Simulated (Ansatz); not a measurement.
**MP2/STO-3G run of BF (SMILES [B]F)**

What is the energy change on altering one bond length of BF at MP2/STO-3G? 

The results are computed with Ansatz 0.2.0.

35 further runs of the same task are left out: 1 that didn't finish, 34 set aside as unsound or not needed.

**1. The system as given**

BF: 2 atoms, total charge 0, spin state singlet. As SMILES, `[B]F`. The coordinates come from a PBE0-D4/def2-TZVP relaxation.

Bond lengths: B1–F2 1.263 Å.

**2. A single-point energy at MP2/STO-3G**

job.yaml

```yaml
crystal:
  periodic: [false, false, false]
  atoms:
    - {symbol: B, position_ang: [0.000000, -0.000000, -0.009350]}
    - {symbol: F, position_ang: [-0.000000, 0.000000, 1.253740]}
basis:
  gaussian: {orbitals: STO-3G}
accuracy: high
correlation: {method: mp2, frozen_orbitals: {B: 1, F: 1}}
```

Run with:

```
$ ansatz run job.yaml --threads 1 --pin off --max-ram 3480MiB --events-out events.jsonl --progress --plain --runs-dir runs
```

The program printed:

```text
Warning: RAYON_NUM_THREADS=1 ignored (pool sized by the plan → 1); use --threads N
Functional definition: HF
  name "HF"
  exchange = exact_x
  correlation = 0
149 factors; integrals over basis functions are off by at most 3.9e-8 eV
mean field evaluation 1: about -3328.7855 eV, gradient 1.3e1 eV
mean field evaluation 2: about -3328.8130 eV, gradient 1.3e1 eV
mean field evaluation 4: about -3329.4788 eV, gradient 5.8e-1 eV
mean field evaluation 8: about -3329.4800 eV, gradient 1.6e-6 eV
mean field -3329.48003742 eV, -122.3561345724 hartree, gradient 7.8e-8 eV, S^2 0.000000; 0 other end points of the search recorded, 0 dependent functions left out
2 core orbitals not correlated: weight in the atoms' cores, before any rotation towards them, 1.000 or more for the frozen orbitals, at most 0.000 for the correlated occupied ones
reference -3329.48003742 eV, -122.3561345724 hartree; 5, 5 occupied and 3, 3 virtual orbitals, 149 factors
second order -1.68788110 eV of doubles, -0.00000000 eV of singles
Total energy: -3331.16791852 eV, -122.4181630589 hartree
```

Run time: 0.06 s. Hardware: 1 thread of Intel Xeon 6975P-C (Granite Rapids), shared host.

**3. The distorted shape at the same level**

in.yaml

```yaml
crystal:
  periodic: [false, false, false]
  atoms:
    - {symbol: B, position_ang: [0.000000, -0.000000, -0.325160]}
    - {symbol: F, position_ang: [-0.000000, 0.000000, 1.253740]}
basis:
  gaussian: {orbitals: STO-3G}
correlation: {method: mp2, frozen_orbitals: {B: 1, F: 1}}
accuracy: high
```

Run with:

```
$ ansatz run in.yaml --threads 1 --pin off --max-ram 3480MiB --events-out events.jsonl --progress --plain --runs-dir runs
```

The program printed:

```text
Warning: RAYON_NUM_THREADS=1 ignored (pool sized by the plan → 1); use --threads N
[... 4 set-up lines as earlier in the session ...]
149 factors; integrals over basis functions are off by at most 3.7e-8 eV
mean field evaluation 1: about -3324.7172 eV, gradient 2.2e1 eV
mean field evaluation 2: about -3324.7555 eV, gradient 2.2e1 eV
mean field evaluation 4: about -3327.3139 eV, gradient 1.9e0 eV
mean field evaluation 8: about -3327.3492 eV, gradient 4.7e-5 eV
mean field -3327.34921919 eV, -122.2778284470 hartree, gradient 1.2e-8 eV, S^2 0.000000; 0 other end points of the search recorded, 0 dependent functions left out; unrestricted orbitals would lower it
mean field evaluation 16: about -3327.3512 eV, gradient 2.3e0 eV
2 core orbitals not correlated: weight in the atoms' cores, before any rotation towards them, 1.000 or more for the frozen orbitals, at most 0.000 for the correlated occupied ones
reference -3327.34921919 eV, -122.2778284470 hartree; 5, 5 occupied and 3, 3 virtual orbitals, 149 factors
second order -1.80355389 eV of doubles, -0.00000000 eV of singles
Total energy: -3329.15277308 eV, -122.3441078299 hartree
```

Run time: 0.06 s. Hardware: 1 thread of Intel Xeon 6975P-C (Granite Rapids), shared host.

**4. Results**

Level: MP2/STO-3G, 2 core orbitals frozen.

| quantity | value |
| --- | --- |
| first shape: total energy | -122.41816 Eh |
| first shape: correlation energy (2 core orbitals frozen) | -62.0 mEh |
| distorted shape: total energy | -122.34411 Eh |
| distorted shape: correlation energy (2 core orbitals frozen) | -66.3 mEh |
| energy change with the B1–F2 bond stretched from 1.263 to 1.579 Å | 2.015 eV |

With the B1–F2 bond stretched from 1.263 to 1.579 Å the energy rises by 2.02 eV (194 kJ/mol). The first shape isn't relaxed at this level, so the change isn't measured from a minimum. The minimal basis adds a large error of its own. The restricted solution (distorted shape) is unstable to spin breaking: an unrestricted one lies lower.
